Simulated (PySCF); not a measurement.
Compound: C5H8.
SMILES: `C#CC(C)C`

The closed-shell ground state was solved at several levels (PySCF, density fitting, gas phase, non-relativistic). Isolated species at its PBE0-D3(BJ)/def2-SVP geometry, gas phase.

```
              level  basis functions  HOMO (eV)  LUMO (eV)  gap (eV)  dipole (D)
        B3LYP/pcJ-1              215      -7.39       0.78      8.17        0.72
        PBE0/6-31G*               86      -7.29       1.77      9.06        0.64
CAM-B3LYP/def2-SVPD              164      -9.03       1.29     10.32        0.74
     B97-D/pcSseg-2              292      -6.38      -0.17      6.21        0.81
       PBE0/cc-pVDZ              110      -7.46       1.37      8.83        0.72
      BLYP/pcSseg-2              292      -6.29      -0.27      6.02        0.80
```

**Question.** What might LDA/pcSseg-2 (292 basis functions) give for the same quantities?

**Answer.** HOMO -6.60 eV, LUMO -0.43 eV, gap 6.17 eV, dipole 0.83 D.

**Question.** Over all these levels, which gives the widest orbital gap and which the narrowest?

**Answer.** CAM-B3LYP/def2-SVPD (range-separated hybrid) has the widest, 10.32 eV, and BLYP/pcSseg-2 (GGA) the narrowest, 6.02 eV. Functional and basis both differ between the two, so the spread mixes both effects.

**Question.** How far do the dipole and the HOMO energy spread over the levels?

**Answer.** The dipole runs from 0.64 to 0.83 D (mean 0.75 D) and the HOMO from -9.03 to -6.29 eV.
